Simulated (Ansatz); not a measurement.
C3H5FO2 can be A, `O/C=C(/O)CF`, or B, `CC(O)(F)C=O`.

Gas-phase electronic energies from Ansatz, PBE0-D4/def2-TZVP geometries. CCSD(T)/CBS adds triple-zeta CCSD(T) − MP2 to the extrapolated MP2 energy (def2 sets, frozen cores). Functionals use def2-TZVPP. B3LYP here is the variant with VWN-RPA as its local correlation; programs differ in this. One conformer a species, not always the lowest.

A:

```xyz
11

O     0.232   -0.670   -1.979
C     0.829   -0.516   -0.771
C     0.315   -0.005    0.346
O     1.011    0.102    1.524
C    -1.058    0.536    0.561
F    -1.822    0.471   -0.596
H    -0.670   -0.335   -1.922
H     1.854   -0.876   -0.779
H     1.895   -0.257    1.406
H    -1.576   -0.034    1.338
H    -1.009    1.584    0.872
```

B:

```xyz
11

C     0.711   -0.034    1.111
C    -0.347   -0.209    0.059
O    -0.383   -1.484   -0.401
F    -1.582    0.140    0.627
C    -0.235    0.779   -1.106
O    -0.278    0.408   -2.244
H     0.688    0.980    1.513
H     0.520   -0.741    1.919
H     1.696   -0.239    0.690
H    -0.635   -1.448   -1.337
H    -0.154    1.848   -0.832
```

Question: Which isomer does CCSD(T)/CBS put lower? Give the gap. (Best estimate.)

Answer: Computed: B, by 88.7 kJ/mol.

Question: Give E(B) − E(A) in kJ/mol with PBE-D4, B3LYP, MP2/def2-TZVPP, B2PLYP, B3LYP-D4, ωB97M-V, PBE0-D4. (An estimate is asked.)

Answer: Ansatz gave: PBE-D4 -83.5, B3LYP -83.5, MP2/def2-TZVPP -95.0, B2PLYP -90.1, B3LYP-D4 -84.2, ωB97M-V -92.2, PBE0-D4 -83.7. None reverses the order clearly.

Largest T1 diagnostic: 0.014.
